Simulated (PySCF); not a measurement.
Atom-mapped SMILES (the numbers label the heavy atoms): `[CH3:1][CH2:2][CH2:3][O:4][CH2:5][CH3:6]` (H(Xn): hydrogen on atom n).

[PySCF 2.14.0 with density-fitted response routines: coordinates at the PBE0-D3(BJ)/def2-TZVP level; GIAO B97-2/pcSseg-2 shieldings; non-relativistic Hamiltonian; isolated molecule; a single conformation; one averaged value for each set of equivalent atoms]

Scale: 13C, 1H against TMS; 17O against H2O (reference shieldings calculated alike).

```
atoms  nucleus  count  δ (ppm)
   C2      13C      1        ?
H(C5)       1H      2     3.41
   C1      13C      1        ?
   C3      13C      1     79.5
H(C2)       1H      2     1.69
   C6      13C      1        ?
H(C6)       1H      3     1.21
H(C3)       1H      2     3.27
   O4      17O      1     56.5
   C5      13C      1     71.9
H(C1)       1H      3     0.91
```

Problem. Complete the table.

Solution. 
- C2: 28.2 ppm, sp3 CH2; a saturated carbon with 2 carbon neighbours and no heteroatom attached
- C6: 18.2 ppm, methyl carbon; saturated and bonded to C and H only
- C1: 12.5 ppm, methyl carbon; aliphatic region, no heteroatom directly attached

Shifts are as computed. Against solution values, carbons near 30 ppm lie about +3 ppm off and those near 130 ppm about +7 ppm. Of 1309 compounds with measured shifts, 239 miss one by over three times the rms of a fit or turn the order of signals round; such compounds aren't used in these exercises. Experimental scales use liquid or dissolved standards, which lie at an offset from isolated H2O (liquid H2O: subtract about 36 ppm).
